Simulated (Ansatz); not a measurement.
Consider the hydrogenolysis of a C–C bond: `CCNCF` + H₂ → `CNCF` + CH₄.

Isolated molecules relaxed with PBE0-D4/def2-TZVP in Ansatz; ΔE leaves out vibrations. CBS: MP2 limit from def2 TZ/QZ plus the TZ coupled-cluster correction, frozen cores. This one scheme is used for every species. DFT in def2-TZVPP. HSE06 is defined as in plane-wave codes. One conformer a species, not always the lowest.

`CCNCF`:

Z-matrix (Å, degrees):
```
C
C 1 1.516
H 1 1.092 2 112.0
H 1 1.092 2 110.7 3 121.0
H 1 1.092 2 110.0 3 -119.0
N 2 1.458 1 112.4 3 -66.5
H 2 1.093 1 109.1 3 175.4
H 2 1.098 1 109.7 3 58.6
C 6 1.398 2 117.5 1 67.0
H 6 1.010 2 111.5 1 -162.7
F 9 1.412 6 113.6 2 61.6
H 9 1.091 6 111.0 2 -57.2
H 9 1.092 6 110.0 2 -179.6
```

H₂:

Z-matrix (Å, degrees):
```
H
H 1 0.746
```

`CNCF`:

```xyz
10

C    -0.541   -0.033    1.100
N     0.626    0.070    0.247
C     0.424   -0.180   -1.112
F    -0.450    0.736   -1.735
H    -1.319    0.707    0.877
H    -0.977   -1.028    0.986
H    -0.239    0.079    2.143
H     1.139    0.927    0.401
H    -0.033   -1.164   -1.251
H     1.369   -0.113   -1.656
```

CH₄:

```xyz
5

C     0.000    0.000    0.000
H    -0.615    0.832    0.342
H     0.295   -0.609    0.854
H     0.891    0.386   -0.496
H    -0.571   -0.609   -0.701
```

(1) Is it downhill or uphill in electronic energy at CCSD(T)/CBS, and by how much? (Best estimate.)

(2) What do these levels give: revPBE-D4, r2SCAN-D4, PBE0-D4, r2SCANh-D4, PBE, r2SCANh, HSE06, LC-ωPBE, MP2/def2-SVP, HF/def2-TZVPP, MP2/def2-QZVPP, SCS-MP2/def2-QZVPP? (Estimate.)

Largest T1 diagnostic among the species: 0.011.

Results:

(1) The calculation gave: Downhill: ΔE = -0.66 eV.

(2) Ansatz gave: revPBE-D4 -0.61, r2SCAN-D4 -0.68, PBE0-D4 -0.68, r2SCANh-D4 -0.69, PBE -0.72, r2SCANh -0.71, HSE06 -0.73, LC-ωPBE -0.73, MP2/def2-SVP -0.64, HF/def2-TZVPP -0.87, MP2/def2-QZVPP -0.63, SCS-MP2/def2-QZVPP -0.67 eV.

Leaving LDA and LC-ωPBE aside and taking each functional with its dispersion term where it has one, the values, not all of them listed here, spread over 0.13 eV, from B97M-V to revPBE-D4. LDA lies +0.11 eV from PBE without D4. In def2-TZVPP, CCSD(T) changes the Hartree–Fock value by +0.20 eV (the triples alone add +0.04 eV) and MP2 by +0.23 eV.
